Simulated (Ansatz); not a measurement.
# Interaction energy ladder

The pair of HCl (SMILES Cl, atoms 1–2) and CH₃Cl (SMILES CCl, atoms 3–7), both closed shells, in one local arrangement (a lower one may exist), relaxed at PBE0-D4/def2-TZVP:

```xyz
7
angstrom
Cl -0.4166 0.4952 -2.7560
H 0.1329 -0.3160 -1.9135
C -0.0141 0.0745 1.0105
Cl 0.8154 -1.2188 0.1131
H -0.8427 -0.3686 1.5565
H -0.3759 0.8095 0.2951
H 0.7010 0.5241 1.6944
```

Program: Ansatz 0.2.0. Basis: def2-TZVPPD, with def2-QZVPPD for the basis limit. Cores are frozen in the correlated methods. B3LYP uses VWN-RPA correlation. Extrapolation: Hartree–Fock as exp(−7.88 √X), correlation as X^−2.97. Interaction energies count from these two fragments, frozen as in the pair, with the counterpoise correction; negative means bound.

(1) What is the interaction energy by CCSD(T) at an estimated basis limit (MP2 extrapolated from triple and quadruple zeta, plus CCSD(T) − MP2 in triple zeta)? (Judge from chemistry; the value comes from the calculation.)

(2) Which atoms make the shortest contact between the fragments?

No T1 diagnostic of these runs exceeds 0.008.

## Answers

(1) The calculation gives: -14.3 kJ/mol. Hartree–Fock alone gives -1.3 kJ/mol at the basis limit. It counts from the two fragments frozen as in the pair.

The same quantity by other methods in triple zeta, and each one's difference from that estimate:
| method | E_int (kJ/mol) | difference |
| --- | --- | --- |
| PBE-D4 | -17.9 | -3.7 |
| revPBE-D4 | -15.5 | -1.2 |
| BLYP-D4 | -15.4 | -1.2 |
| r2SCAN-D4 | -16.4 | -2.1 |
| B97M-V | -15.4 | -1.1 |
| PBE0-D4 | -16.4 | -2.2 |
| B3LYP-D4 | -15.3 | -1.1 |
| HSE06-D4 | -16.4 | -2.2 |
| wB97X-V | -14.0 | 0.2 |
| wB97M-V | -13.9 | 0.3 |
| B2PLYP | -10.8 | 3.4 |
| HF | -1.2 | 13.1 |
| MP2 | -13.9 | 0.3 |
| CCSD | -9.6 | 4.7 |
| CCSD(T) | -11.5 | 2.7 |
Differences are method less estimate.

(2) H2 and Cl4, 2.32 Å apart.

Basis-set superposition shift (counterpoise-corrected less uncorrected): CCSD(T) 2.9; MP2 2.7; HF 0.3; PBE0-D4 0.4; wB97M-V 0.3 kJ/mol.

For scale, one of the runs: CCSD(T)/def2-TZVPPD, 207 basis functions (an equivalent command: `ansatz run in.yaml --threads 2`). Time: 23 s of wall clock on 2 CPU threads; the host was shared. Peak host memory: 2.6 GiB.
